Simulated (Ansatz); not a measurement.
System: diamond-structure Si. Method: r²SCAN+rVV10 (PAW; Ansatz, an electronic-structure program).

Run with plane-wave cutoff 600 eV, 12×12×12 k mesh, scalar-relativistic PAW data made under PBE.

Cell (relaxed at this level):

```
Si
1.0
    0.00000     2.71776     2.71776
    2.71776     0.00000     2.71776
    2.71776     2.71776     0.00000
Si
2
Cartesian
  2.71776   2.71776   2.71776
  4.07664   4.07664   4.07664
```

### Question
Predict the elastic constant C44, elastic constant C12, Young modulus, elastic constant C11 and Voigt–Reuss–Hill shear modulus (Hill average).

### Answer

* **elastic constant C44**: 81.2 GPa
* **elastic constant C12**: 63.5 GPa
* **Young modulus**: 166 GPa
* **elastic constant C11**: 169 GPa
* **Voigt–Reuss–Hill shear modulus (Hill average)**: 68.2 GPa

Measured, for comparison: elastic constant C44 80.2 GPa, elastic constant C12 64.9 GPa, elastic constant C11 168 GPa (low temperature, zero-point motion not removed; as tabulated in Tanner et al. (2021), arXiv:2110.11888). Computed (rounded) less measured: elastic constant C44 +1 %, elastic constant C12 -2 %, elastic constant C11 +0.6 %.

Elastic constants are with the ions relaxed.

Static lattice: no zero-point or thermal effects.
